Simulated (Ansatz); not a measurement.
C2H5NO, SMILES `CC(N)=O`: measurement beside calculation (Ansatz, PBE0-D4/def2-TZVP geometry).

```xyz
9

C     0.777   -0.770    0.131
C    -0.382   -0.018   -0.477
N    -0.789    1.083    0.204
O    -0.909   -0.370   -1.510
H     1.622   -0.714   -0.557
H     1.086   -0.393    1.106
H     0.498   -1.820    0.221
H    -0.353    1.380    1.056
H    -1.549    1.623   -0.173
```

Enthalpy of formation at 298 K: -57.0 kcal/mol (zero for an element's reference state; older measured values of the G2 set, as listed by Staroverov and co-workers, J. Chem. Phys. 119, 12129, 2003). With their computed zero-point and thermal terms and the atoms' enthalpies of Curtiss and co-workers (1997) it gives an electronic atomization energy of 868.2 kcal/mol.

| level | atomization (kcal/mol) | error | error per bond |
| --- | --- | --- | --- |
| LDA (SPW92) | 1011.0 | 142.8 | 17.9 |
| PBE-D4 | 898.2 | 30.1 | 3.8 |
| revPBE-D4 | 873.5 | 5.4 | 0.7 |
| BLYP-D4 | 877.0 | 8.8 | 1.1 |
| r2SCAN-D4 | 870.9 | 2.7 | 0.3 |
| B97M-V | 869.7 | 1.5 | 0.2 |
| PBE0-D4 | 874.2 | 6.0 | 0.8 |
| B3LYP-D4 | 872.2 | 4.0 | 0.5 |
| r2SCANh-D4 | 863.5 | -4.7 | -0.6 |
| r2SCAN0-D4 | 852.7 | -15.5 | -1.9 |
| HSE06-D4 | 875.0 | 6.8 | 0.9 |
| BHLYP-D4 | 837.3 | -30.9 | -3.9 |
| CAM-B3LYP-D4 | 875.7 | 7.5 | 0.9 |
| ωB97X-V | 871.5 | 3.3 | 0.4 |
| ωB97M-V | 872.7 | 4.5 | 0.6 |
| B2PLYP | 862.6 | -5.6 | -0.7 |
| PBE-QIDH | 862.0 | -6.2 | -0.8 |
| PBE | 895.3 | 27.1 | 3.4 |
| revPBE | 862.6 | -5.6 | -0.7 |
| BLYP | 870.2 | 2.0 | 0.3 |
| r2SCAN | 870.2 | 2.0 | 0.3 |
| PBE0 | 871.8 | 3.6 | 0.5 |
| B3LYP | 867.5 | -0.7 | -0.1 |
| r2SCANh | 862.7 | -5.5 | -0.7 |
| r2SCAN0 | 851.9 | -16.3 | -2.0 |
| HSE06 | 872.8 | 4.6 | 0.6 |
| BHLYP | 834.2 | -34.0 | -4.2 |
| CAM-B3LYP | 873.3 | 5.1 | 0.6 |
| LC-ωPBE | 870.4 | 2.2 | 0.3 |
| HF/def2-TZVPP | 606.6 | -261.5 | -32.7 |
| MP2/def2-TZVPP | 860.4 | -7.8 | -1.0 |
| SCS-MP2/def2-TZVPP | 856.4 | -11.8 | -1.5 |
| CCSD/def2-TZVPP | 827.8 | -40.4 | -5.1 |
| CCSD(T)/def2-TZVPP | 842.6 | -25.6 | -3.2 |
| HF/def2-QZVPP | 607.9 | -260.3 | -32.5 |
| MP2/def2-QZVPP | 874.8 | 6.6 | 0.8 |
| SCS-MP2/def2-QZVPP | 872.8 | 4.6 | 0.6 |
| HF/CBS(def2) | 608.1 | -260.1 | -32.5 |
| MP2/CBS(def2) | 884.8 | 16.6 | 2.1 |
| CCSD/CBS(def2) | 852.1 | -16.1 | -2.0 |
| CCSD(T)/CBS(def2) | 867.0 | -1.2 | -0.2 |

Functionals use def2-TZVPP; B3LYP here is the variant with VWN-RPA as its local correlation; programs differ in this. The calculations leave out spin–orbit coupling, scalar relativity and, for the correlated methods, core correlation; together these are worth up to about 1 kcal/mol a heavy atom. HSE06 is defined as in plane-wave codes. CBS adds triple-zeta CCSD(T) − MP2 to the MP2 limit. T1 = 0.014.
